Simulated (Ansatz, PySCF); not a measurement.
Na2, SMILES [Na][Na]. Atoms are numbered in the order given.

```xyz
2

Na     0.0000     0.0000    -1.5509
Na     0.0000     0.0000     1.5509
```
Charge 0, spin multiplicity 1.

Geometry: PBE0-D3(BJ)/def2-TZVPD.

Two levels are set side by side: PBE-D3(BJ)/def2-TZVPD (Ansatz, a quantum-chemistry and plane-wave program) and PBE0-D3(BJ)/def2-TZVPD (Ansatz). Each level has its own optimised geometry; the coordinates shown are those of the second. Frequencies come from the Hessian of PySCF at each geometry. Differences are taken from unrounded values.

```tsv
quantity	PBE0-D3(BJ)
bond Na1–Na2 (Å)	3.102
highest harmonic wavenumber (cm⁻¹)	159
mean harmonic wavenumber (cm⁻¹)	159
zero-point energy (kcal/mol)	0.23
```

What does PBE-D3(BJ) give, and how far is it from PBE0-D3(BJ)? (Estimate from the structure and the level; the computed values follow.)


```tsv
quantity	PBE-D3(BJ)	PBE-D3(BJ) minus PBE0-D3(BJ)
bond Na1–Na2 (Å)	3.094	-0.007
highest harmonic wavenumber (cm⁻¹)	156	-3
mean harmonic wavenumber (cm⁻¹)	156	-3
zero-point energy (kcal/mol)	0.22	0.00
```
